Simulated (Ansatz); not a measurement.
## Property card for Fe$_{15}$Co

Computed with DFT PBEsol, scalar-relativistic, plane waves, PAW (Ansatz).

Settings: cutoff 420 eV, Γ-centred mesh 6×6×6 on the computed 16-atom cell, Gaussian smearing of 0.10 eV; collinear spin from starting moments 2.35 2.37 2.37 2.37 2.36 2.36 2.36 2.47 2.47 2.47 2.47 2.47 2.47 2.47 2.47 1.91 μB.

The structure is relaxed at this level of theory with its symmetry kept. Whether it is the stable form of this composition wasn't checked.

```cif
data_structure
_symmetry_space_group_name_H-M 'Pm-3m'
_symmetry_Int_Tables_number 221
_cell_length_a 5.5813
_cell_length_b 5.5813
_cell_length_c 5.5813
_cell_angle_alpha 90.000
_cell_angle_beta 90.000
_cell_angle_gamma 90.000
_cell_volume 173.86
loop_
_atom_site_label
_atom_site_type_symbol
_atom_site_symmetry_multiplicity
_atom_site_Wyckoff_symbol
_atom_site_fract_x
_atom_site_fract_y
_atom_site_fract_z
_atom_site_occupancy
Fe1 Fe 1 b 0.50000 0.50000 0.50000 1
Fe2 Fe 3 c 0.50000 0.00000 0.50000 1
Fe3 Fe 3 d 0.50000 0.00000 0.00000 1
Fe4 Fe 8 g 0.24999 0.24999 0.24999 1
Co1 Co 1 a 0.00000 0.00000 0.00000 1
```

```
Space group                                                       : Pm-3m (No. 221)
Volume per atom                                                   : 10.87 Å³
Formation energy from the elements' standard states (uncorrected) : -0.002 eV/atom
Kohn–Sham band gap                                                : none (metal)
Density of states at the Fermi level                              : 15.99 states/eV per cell
Löwdin character within 0.5 eV of the Fermi level                 : Fe 3d 86 %, unprojected 4 %
Bulk modulus                                                      : 213 GPa
Its pressure derivative                                           : 5.3
Total moment                                                      : 34.21 μB per cell
Site moments (μB; atoms counted from 1 over the whole cell)       : Fe (atom 1) 2.14, Fe (atom 2) 2.15, Fe (atom 3) 2.15, Fe (atom 4) 2.15, Fe (atom 5) 2.14, Fe (atom 6) 2.14, Fe (atom 7) 2.14, Fe (atom 8) 2.24, Fe (atom 9) 2.24, Fe (atom 10) 2.24, Fe (atom 11) 2.24, Fe (atom 12) 2.24, Fe (atom 13) 2.24, Fe (atom 14) 2.24, Fe (atom 15) 2.24, Co (atom 16) 1.74
```

Only this magnetic start was tried.

Cost: 9 runs of about 100 core-minutes in all, on Intel Xeon Processor @ 2.50GHz (Skylake/Cascade Lake) (shared hosts).